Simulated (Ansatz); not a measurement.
# SiN+ (triplet): wave-function methods side by side at distance Si1–N2 = 3.251 Å, cc-pVDZ

How much of the correlation energy of SiN+ (triplet) does each wave-function method recover here?

Program: Ansatz 0.2.0, Gaussian basis. Level of theory: cc-pVDZ, core rule «outside noble gas», up to 6 orbitals frozen. These are calculated values, not measurements.

To be run: UHF; CCSD(T) on ROHF; CCSD(T) on UHF; BCCD(T) on ROHF; CISD as a restricted active space (open shells left free, so some higher excitations enter); CCSDT(Q) on ROHF; CCSDT(Q) on UHF; CCSDTQ on ROHF; CCSDTQ on UHF; CASSCF and MRCISD+Q, 4 electrons in 4 orbitals; CASSCF and NEVPT2, 4 electrons in 4 orbitals; CASSCF and MRCISD+Q, 8 electrons in 8 orbitals; CASSCF and NEVPT2, 8 electrons in 8 orbitals; Full CI.

1 further run of the same task is left out (for a known fault of the program). Runs told in other sessions of the task aren't counted.

### Step 1. The geometry

The geometry derives from a PBE0/def2-TZVP stationary point (not a proven minimum). One bond is set to the value named and the two fragments are kept rigid.

2 atoms, charge 1, spin multiplicity 3.

Atoms are counted from 1 here; the program's logs count them from 0.

No contacts short enough for the rule that draws bonds.

### Step 2. UHF

in.yaml

```yaml
crystal:
  periodic: [false, false, false]
  atoms:
    - {symbol: Si, position_ang: [0.000000, 0.000000, 0.000000]}
    - {symbol: N, position_ang: [0.000000, 0.000000, 3.251000]}
basis:
  gaussian: {orbitals: cc-pVDZ}
total_charge: 1
magnetization: {spin_polarized: true, initial_magnetization: 2}
hamiltonian: {xc: hf}
output: {orbitals: {seedname: orbitals}}
```

Run with:

```sh
> ansatz run in.yaml --threads 1 --pin off --events-out ev --progress --plain --max-ram 4096MiB --backend cpu
```

Further steps of the session: CCSD(T) on ROHF; CCSD(T) on UHF; BCCD(T) on ROHF; CISD as a restricted active space (open shells left free, so some higher excitations enter); CCSDT(Q) on ROHF; CCSDT(Q) on UHF; CCSDTQ on ROHF; CCSDTQ on UHF; CASSCF and MRCISD+Q, 4 electrons in 4 orbitals; CASSCF and NEVPT2, 4 electrons in 4 orbitals; CASSCF and MRCISD+Q, 8 electrons in 8 orbitals; CASSCF and NEVPT2, 8 electrons in 8 orbitals; Full CI.

Before running them: what should the planned runs give, taken together? Wanted: FCI from the RHF energy; RMP2 from FCI; UMP2 from FCI; RCCSD from FCI; RCCSD(T) from FCI; UCCSD(T) from FCI; RCCSDT(Q) from FCI; UCCSDT(Q) from FCI; NEVPT2 pair from FCI.

The runs gave:

```
                         quantity                                                                       value
          FCI from the ROHF energy                                                                  -7.5330 eV
                    RMP2 from FCI                                                                 +2781.9 meV
                    UMP2 from FCI                                                                  +990.0 meV
                   RCCSD from FCI                                                                  +199.8 meV
                RCCSD(T) from FCI                                                                   +28.5 meV
                UCCSD(T) from FCI                                                                   +12.0 meV
               RCCSDT(Q) from FCI                                                                   -14.8 meV
               UCCSDT(Q) from FCI                                                                    -2.7 meV
             NEVPT2 pair from FCI                                                                  +973.2 meV
levels within 1 kcal/mol (43 meV)  RCCSD(T), UCCSD(T), RCCSDT, UCCSDT, RCCSDT(Q), UCCSDT(Q), RCCSDTQ, UCCSDTQ
                    T1 diagnostic                                                                       0.255
   effectively unpaired electrons                                                                        3.75
```

What this shows: RCCSD(T) misses by +28.5 meV, 0.4 % of the correlation energy. RCCSDT(Q), UCCSDT(Q), UCCSDTQ fall below full CI: unrestricted runs freeze a spin-polarised core, another one than full CI's, and coupled cluster isn't variational. With 3.7 effectively unpaired electrons against 2 the state is strongly multireference. Coupled cluster on one determinant still stays close here. Coupled cluster took another determinant than the lowest Hartree-Fock one. These misses are within one basis, not against nature; the frozen cores of restricted and unrestricted runs differ, which can shift their rows.

Levels on UHF freeze UHF's core orbitals, full CI those of ROHF, so the U rows can settle a little off it for that reason alone.

With open shells the CI space here admits some higher excitations, so it is larger than plain CISD.
